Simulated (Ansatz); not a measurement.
# CH₂Li radical: functionals against CCSD(T) at one geometry

An exercise on one series of results from a longer session: the logs are not shown, and one member is left open.

Program: Ansatz 0.2.0, Gaussian basis. Level of theory: single points in def2-TZVPP. These are calculated values, not measurements.

Cores are frozen in the correlated methods. The outer core shell of Li, Na, Mg and K is correlated. Orbitals are unrestricted.

### The starting structure

SMILES `[Li][CH2]`, 4 atoms, charge 0, spin multiplicity 2.

Atoms are counted from 1 here; the program's logs count them from 0.

Bond lengths: Li1–C2 1.883 Å, C2–H3 1.124 Å, C2–H4 1.089 Å. Angles: Li1–C2–H3 125.4°, Li1–C2–H4 127.9°, H3–C2–H4 106.0°.

As a file:

```xyz
4
CH2Li
Li   -1.4393    0.7959   -0.5709
C     0.1241   -0.0606    0.0344
H     0.2362   -1.1663    0.2043
H     1.0246    0.3982    0.4402
```

Set-up of the first run:

run/in.yaml reads:

```yaml
crystal:
  periodic: [false, false, false]
  atoms:
    - {symbol: Li, position_ang: [-1.439309, 0.795867, -0.570946]}
    - {symbol: C, position_ang: [0.124140, -0.060577, 0.034423]}
    - {symbol: H, position_ang: [0.236162, -1.166311, 0.204285]}
    - {symbol: H, position_ang: [1.024574, 0.398155, 0.440199]}
basis:
  gaussian: {orbitals: def2-TZVPP}
magnetization: {spin_polarized: true, initial_magnetization: 1}
hamiltonian: {xc: pbe, dispersion: d4}
output: {forces: true}
```

Command:

```bash
$ ansatz run in.yaml --threads 2 --pin off --events-out ev --progress --plain --max-ram 3481MiB
```

Steps of the session up to this table: PBE-D4/def2-TZVPP; r2SCAN-D4/def2-TZVPP; PBE0-D4/def2-TZVPP; wB97M-V/def2-TZVPP; CCSD(T)/def2-TZVPP.

One of the session's tables, all rows but one given; the rest of the session is left out.

```
   method  RMS force component (eV/Å)  angle to CCSD(T) forces (°)  dipole (D)
   PBE-D4                       0.337                         21.7        5.15
r2SCAN-D4                           ?                            ?           ?
  PBE0-D4                       0.360                          8.0        5.33
  wB97M-V                       0.392                          8.0        5.30
  CCSD(T)                       0.377                    reference        5.49
```

Q: Estimate the row for r2SCAN-D4 from the others.

**Answer.** RMS force component (eV/Å): 0.365; angle to CCSD(T) forces (°): 4.4; dipole (D): 5.40. In the column «RMS force component (eV/Å)» it lies between PBE0-D4 (0.360) and CCSD(T) (0.377).
